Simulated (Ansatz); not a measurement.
# AlNP: the cost of one run

Method: def2-QZVPP, core rule «outside noble gas», up to 11 orbitals frozen; program: Ansatz 0.2.0, Gaussian basis.

The runs, in order: UHF; ROHF; CCSD(T) on UHF.

5 further runs of the same task are left out: 1 that didn't finish, 4 set aside as unsound or not needed. Runs told in other sessions of the task aren't counted.

**1. The geometry**

The geometry is a PBE0/def2-TZVP stationary point (not a proven minimum).

3 atoms, charge 0, spin multiplicity 4.

Atoms are counted from 1 here; the program's logs count them from 0.

Bond lengths: N1–Al2 1.817 Å, Al2–P3 2.195 Å. Angles: N1–Al2–P3 180.0°.

**2. UHF**

Contents of in.yaml:

```yaml
crystal:
  periodic: [false, false, false]
  atoms:
    - {symbol: N, position_ang: [0.000000, 0.000000, -1.943000]}
    - {symbol: Al, position_ang: [0.000000, 0.000000, -0.126200]}
    - {symbol: P, position_ang: [0.000000, 0.000000, 2.069200]}
basis:
  gaussian: {orbitals: "def2-QZVPP.json"}
magnetization: {spin_polarized: true, initial_magnetization: 3}
hamiltonian: {xc: hf}
output: {orbitals: {seedname: orbitals}}
```

The run is started by

```bash
> ansatz run in.yaml --threads 1 --pin off --events-out ev --progress --plain --max-ram 2393MiB
```

Q: Estimate wall time and peak memory on 1 thread of Arm Neoverse V2, shared host.

About 66 s, with a peak of 0.55 GiB.
